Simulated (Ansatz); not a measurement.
**C3H7FN2: one species, many methods**

How much do the methods differ for C3H7FN2? The plan is to run it at one geometry with functionals of several rungs and with coupled cluster. The yardstick is the atomisation energy at the CCSD(T) limit.

Computed with Ansatz 0.2.0, Gaussian basis. Level: functionals in def2-TZVPP, the program's frozen cores in correlated methods.

Plan: PBE-D4, r2SCAN-D4, PBE0-D4, B3LYP-D4, ωB97X-V, ωB97M-V, B2PLYP; CCSD(T)/def2-TZVPP; MP2/def2-QZVPP; extrapolation to the limit.

### Step 1. The relaxed structure

All runs share one geometry, relaxed beforehand with PBE0-D4 in a triple-zeta def2 set.

13 atoms, charge 0, spin multiplicity 1.

Atoms are counted from 1 here; the program's logs count them from 0.

Bond lengths: N1–C2 1.262 Å, N1–H7 1.025 Å, C2–C3 1.513 Å, C2–C5 1.502 Å, C3–N4 1.448 Å, C3–H8 1.097 Å, C3–H9 1.096 Å, N4–H10 1.009 Å, N4–H11 1.011 Å, C5–F6 1.385 Å, C5–H12 1.091 Å, C5–H13 1.096 Å. Angles: C2–N1–H7 108.1°, N1–C2–C3 124.8°, N1–C2–C5 118.1°, C3–C2–C5 117.0°, C2–C3–N4 111.2°, C2–C3–H8 108.4°, C2–C3–H9 107.6°, N4–C3–H8 114.4°, N4–C3–H9 109.4°, H8–C3–H9 105.5°, C3–N4–H10 111.5°, C3–N4–H11 111.4°, H10–N4–H11 107.7°, C2–C5–F6 111.6°, C2–C5–H12 109.7°, C2–C5–H13 109.7°, F6–C5–H12 109.1°, F6–C5–H13 107.4° and more.

As a file:

```
N     1.1651    0.8165    0.9969
C     0.3550    0.5386    0.0706
C    -0.3617   -0.7849   -0.0822
N    -0.1094   -1.6512    1.0508
C     0.1210    1.5680   -0.9982
F    -1.1782    1.5199   -1.4752
H     1.2691   -0.0137    1.5896
H    -1.4230   -0.5836   -0.2715
H     0.0136   -1.2609   -0.9953
H    -0.1520   -2.6248    0.7886
H    -0.7865   -1.5016    1.7867
H     0.3183    2.5639   -0.5996
H     0.7893    1.3791   -1.8465
```

### Step 2. PBE-D4 (GGA)

Contents of in.yaml:

```yaml
crystal:
  periodic: [false, false, false]
  atoms:
    - {symbol: N, position_ang: [1.165114, 0.816536, 0.996902]}
    - {symbol: C, position_ang: [0.354997, 0.538561, 0.070609]}
    - {symbol: C, position_ang: [-0.361745, -0.784924, -0.082158]}
    - {symbol: N, position_ang: [-0.109387, -1.651222, 1.050837]}
    - {symbol: C, position_ang: [0.121039, 1.568006, -0.998162]}
    - {symbol: F, position_ang: [-1.178226, 1.519858, -1.475152]}
    - {symbol: H, position_ang: [1.269147, -0.013730, 1.589560]}
    - {symbol: H, position_ang: [-1.423034, -0.583569, -0.271461]}
    - {symbol: H, position_ang: [0.013604, -1.260904, -0.995344]}
    - {symbol: H, position_ang: [-0.152004, -2.624802, 0.788613]}
    - {symbol: H, position_ang: [-0.786456, -1.501631, 1.786735]}
    - {symbol: H, position_ang: [0.318284, 2.563916, -0.599556]}
    - {symbol: H, position_ang: [0.789268, 1.379106, -1.846525]}
basis:
  gaussian: {orbitals: def2-TZVPP}
hamiltonian: {xc: pbe, dispersion: d4}
output: {forces: true, orbitals: {seedname: orbitals}}
```

Command:

```
ansatz run in.yaml --threads 4 --pin off --events-out ev --progress --plain --max-ram 10444MiB
```

After this run come: r2SCAN-D4 (meta-GGA); PBE0-D4 (hybrid); B3LYP-D4 (hybrid); ωB97X-V (range-separated); ωB97M-V (range-separated); B2PLYP (double hybrid); CCSD(T) in def2-TZVPP; MP2 in def2-QZVPP.

**Question.** What will the summary of the whole plan be? Wanted: atomisation energy, CCSD(T)/CBS; farthest; mean size of error, hybrid; mean size of error, range-separated; gap, smallest and largest; T1 diagnostic; triples share of the correlation energy.

**Answer**, as computed:

```
                               quantity                                 value
        atomisation energy, CCSD(T)/CBS                         5061.3 kJ/mol
 functionals within 25.3 kJ/mol (0.5 %)                             r2SCAN-D4
                               farthest                PBE-D4 (+180.3 kJ/mol)
             mean size of error, hybrid                           35.3 kJ/mol
    mean size of error, range-separated                           29.8 kJ/mol
              gap, smallest and largest  4.80 eV (PBE-D4), 12.21 eV (ωB97X-V)
                          T1 diagnostic                                0.0113
triples share of the correlation energy                                 3.8 %
```

What this shows: PBE-D4 is off by +180.3 kJ/mol. Double hybrids carry the basis error of their MP2 part in triple zeta, and no dispersion term here, so their miss is partly the set-up's. The reference freezes the cores and leaves out relativity and excitations past (T), so misses under about 25.3 kJ/mol can't be ranked. Hartree-Fock recovers 69 % of the binding; the rest is correlation. Orbital gaps span 4.8 to 12.2 eV; exact exchange widens them.
